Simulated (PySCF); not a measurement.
Molecule: `O=CCCCCl`, C4H7ClO.

Cartesian coordinates in Å; atom numbers follow the order of the lines, from 1:
```xyz
13

O    -1.9004   -0.4201   -1.0129
C    -1.7822   -0.1264    0.1479
C    -0.5316    0.4264    0.7682
C     0.6332    0.5846   -0.1931
C     1.2160   -0.7249   -0.6859
Cl    1.8614   -1.7204    0.6613
H    -2.6428   -0.2491    0.8569
H    -0.8047    1.3914    1.2325
H    -0.2581   -0.2291    1.6154
H     1.4281    1.1765    0.2868
H     0.3002    1.1459   -1.0823
H     2.0539   -0.5491   -1.3733
H     0.4578   -1.3294   -1.1993
```

Geometry PBE0-D3(BJ)/def2-SVP throughout; GIAO in PySCF 2.14, gas phase, one conformer, non-relativistic; equivalent atoms averaged; basis pcSseg-1.

(1) How do the absolute shieldings σ depend on the functional? (a selection of nuclei; ppm; last column core-seconds on shared hosts with different chips, so compare them loosely; the GGAs took longer than the global hybrids here, which isn't the general rule, and the cause wasn't traced)

(2) Which nucleus among those listed moves most, in ppm?

## Answers

(1) 
```csv
functional,kind,O1,C2,C5,C3,C4,Cl6,H7,H8/H9,H10/H11,core-s
HF,Hartree–Fock,-346.5,-12.3,146.3,155.0,167.3,951.3,22.41,29.30,30.01,6.5
LDA,LDA,-371.7,-33.0,128.6,134.7,153.9,854.8,20.62,28.04,29.02,18
PBE,GGA,-346.4,-23.7,128.7,136.4,152.4,855.0,21.11,28.51,29.41,22
BLYP,GGA,-348.8,-28.5,122.6,131.0,146.3,840.5,21.32,28.71,29.57,26
BP86,GGA,-341.4,-23.8,128.1,136.2,152.0,855.8,21.20,28.57,29.48,22
OPBE,GGA,-317.2,-10.1,135.7,144.0,158.9,870.0,21.17,28.54,29.43,32
KT2,GGA,-299.4,-7.9,132.9,141.9,155.4,873.6,21.45,28.56,29.37,21
KT3,GGA,-293.5,-6.3,132.1,141.5,154.3,867.4,21.59,28.73,29.51,21
B97-D,GGA,-317.0,-18.4,127.7,137.0,151.1,857.0,21.45,28.75,29.61,19
B3LYP,global hybrid,-357.3,-26.4,128.5,136.8,151.6,868.5,21.56,28.79,29.64,12
PBE0,global hybrid,-355.5,-21.0,135.3,143.0,158.2,887.2,21.44,28.66,29.53,10
mPW1PW91,global hybrid,-354.1,-21.8,134.3,142.3,157.3,885.3,21.51,28.72,29.58,12
WP04,global hybrid,-330.8,-32.7,118.6,130.7,143.8,841.7,22.13,29.01,29.82,12
B97-2,global hybrid,-334.5,-17.2,134.1,143.0,157.3,882.6,21.60,28.78,29.62,11
BHandHLYP,global hybrid,-361.3,-22.4,135.4,144.0,158.1,901.0,21.89,28.94,29.73,11
CAM-B3LYP,range-separated hybrid,-364.1,-26.7,133.6,140.6,156.2,882.3,21.62,28.77,29.62,15
wB97X-D,range-separated hybrid,-352.4,-21.9,135.7,143.5,158.7,890.4,21.65,28.81,29.68,15
LC-wPBE,range-separated hybrid,-356.0,-22.5,142.8,148.4,164.6,901.7,21.70,28.80,29.68,21
```

(2) Cl6 (chlorine bonded to C): from 840.5 ppm with BLYP to 951.3 ppm with HF. The smallest spread is 0.99 ppm, at H10/H11. Proton shifts span only some 12 ppm, so a few tenths of a ppm matter as much there as several ppm in carbon.
